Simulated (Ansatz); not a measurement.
Program: Ansatz. Geometries: PBE0-D4/def2-TZVP. ΔE: electronic, gas phase. CCSD(T)/CBS is the MP2 limit (def2-TZVPP, def2-QZVPP) plus CCSD(T) − MP2 in def2-TZVPP, frozen cores. This one scheme is used for every species.

Consider the isomerisation: `C/C=C\C` → `C=C(C)C`.

`C/C=C\C`:

Cartesian coordinates in Å:
```
C 0.574 1.496 0.273
C -0.207 0.402 0.919
C -0.531 -0.779 0.401
C -0.193 -1.302 -0.954
H -0.016 2.417 0.225
H 1.469 1.731 0.858
H 0.892 1.249 -0.740
H -0.545 0.610 1.932
H -1.110 -1.454 1.027
H -1.102 -1.545 -1.513
H 0.386 -0.596 -1.549
H 0.383 -2.229 -0.879
```

`C=C(C)C`:

```xyz
12

C     0.873   -1.192    0.450
C     0.122   -0.166    0.063
C     0.709    1.063   -0.555
C    -1.366   -0.166    0.216
H     0.435   -2.077    0.897
H     1.951   -1.179    0.333
H     0.295    1.232   -1.554
H     1.794    0.996   -0.639
H     0.463    1.951    0.038
H    -1.857   -0.053   -0.756
H    -1.726   -1.086    0.678
H    -1.693    0.680    0.830
```

```
  species  MP2/def2-SVP energy (Eh)
`C/C=C\C`                -156.55873
`C=C(C)C`                -156.56261
```

Question: Work out ΔE.

Answer: ΔE = (-156.56261) − (-156.55873) = -0.00388 Eh = -10.2 kJ/mol. CCSD(T)/CBS gives -9.5 kJ/mol.

Largest T1 diagnostic among the species: 0.010.

Leaving LDA and LC-ωPBE aside and taking each functional with its dispersion term where it has one, the values, not all of them listed here, spread over 2.4 kJ/mol, from ωB97M-V to PBE-D4.
